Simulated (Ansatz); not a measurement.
`CCC(C)=O`, one more setting.

```yaml
crystal:
  periodic: [false, false, false]
  atoms:
    - {symbol: C, position_ang: [0.041855, 1.080788, -1.627297]}
    - {symbol: C, position_ang: [-0.013686, -0.117557, -0.707473]}
    - {symbol: C, position_ang: [0.049189, 0.180568, 0.775659]}
    - {symbol: C, position_ang: [-0.034197, -0.989759, 1.723580]}
    - {symbol: O, position_ang: [0.189478, 1.318044, 1.180909]}
    - {symbol: H, position_ang: [-0.739521, 1.762063, -1.397377]}
    - {symbol: H, position_ang: [0.982680, 1.543579, -1.457459]}
    - {symbol: H, position_ang: [-0.000674, 0.732923, -2.597156]}
    - {symbol: H, position_ang: [0.759271, -0.878698, -0.924079]}
    - {symbol: H, position_ang: [-0.979594, -0.740005, -0.835449]}
    - {symbol: H, position_ang: [0.726198, -1.713528, 1.526564]}
    - {symbol: H, position_ang: [0.030298, -0.661259, 2.714894]}
    - {symbol: H, position_ang: [-1.032481, -1.440935, 1.571570]}
basis:
  gaussian: {orbitals: pcseg-2, nuclear_model: gaussian}
total_charge: 1
magnetization: {spin_polarized: false, initial_magnetization: 1}
hamiltonian: {xc: {name: CAM-B3LYP}, dispersion: d4}
output: {forces: true}
```

```sh
$ ansatz run in.yaml --threads 4 --pin off --events-out ev --progress --plain --max-ram 10444MiB
```

It prints (some lines left out):

```
Functional definition: CAM-B3LYP
1210 factors; their error is unknown
354 factors; integrals over basis functions are off by at most 1.0e-5 eV
mean field evaluation 1: about -6304.6936 eV, gradient 7.0e1 eV
mean field evaluation 2: about -6307.6715 eV, gradient 6.0e1 eV
mean field evaluation 4: about -6315.2343 eV, gradient 5.7e0 eV
mean field evaluation 8: about -6315.3143 eV, gradient 3.3e-1 eV
mean field evaluation 16: about -6315.2932 eV, gradient 5.3e-4 eV
mean field -6315.29324169 eV, -232.0827459725 hartree, gradient 9.3e-6 eV, S^2 0.750000; 0 other end points of the search recorded, 0 dependent functions left out
reference -6315.29337470 eV, -232.0827508606 hartree; 20, 19 occupied and 242, 243 virtual orbitals, 1210 factors
Total energy: -6315.44888128 eV, -232.0884656221 hartree
Atom 0 at     0.041855     1.080788    -1.627297 Å, force     0.418210    -0.510562     2.279849 eV/Å
Atom 1 at    -0.013686    -0.117557    -0.707473 Å, force    -1.537041    -1.266322    -0.783587 eV/Å
Atom 2 at     0.049189     0.180568     0.775659 Å, force     0.535017     0.557009     0.095632 eV/Å
Atom 3 at    -0.034197    -0.989759     1.723580 Å, force    -1.321651     0.074758    -0.446315 eV/Å
Atom 4 at     0.189478     1.318044     1.180909 Å, force    -0.288031    -1.434625    -0.421894 eV/Å
Atom 5 at    -0.739521     1.762063    -1.397377 Å, force    -0.688918     0.613824    -0.094733 eV/Å
Atom 6 at     0.982680     1.543579    -1.457459 Å, force     0.781137     0.715629    -0.176096 eV/Å
Atom 7 at    -0.000674     0.732923    -2.597156 Å, force    -0.229831    -0.512274    -2.127306 eV/Å
Atom 8 at     0.759271    -0.878698    -0.924079 Å, force    -0.017070     0.436494     0.377599 eV/Å
Atom 9 at    -0.979594    -0.740005    -0.835449 Å, force     1.189511     1.032802     0.409546 eV/Å
Atom 10 at     0.726198    -1.713528     1.526564 Å, force     0.547392    -0.353364    -0.468009 eV/Å
Atom 11 at     0.030298    -0.661259     2.714894 Å, force     0.157864     0.495068     1.442174 eV/Å
Atom 12 at    -1.032481    -1.440935     1.571570 Å, force     0.453411     0.151563    -0.086859 eV/Å
Dipole moment:    -0.057671    -0.548010     0.161046 e Å
```

It took 7.5 s on 4 threads of an Intel Xeon on a shared host, with 0.89 GiB of host memory at the peak.
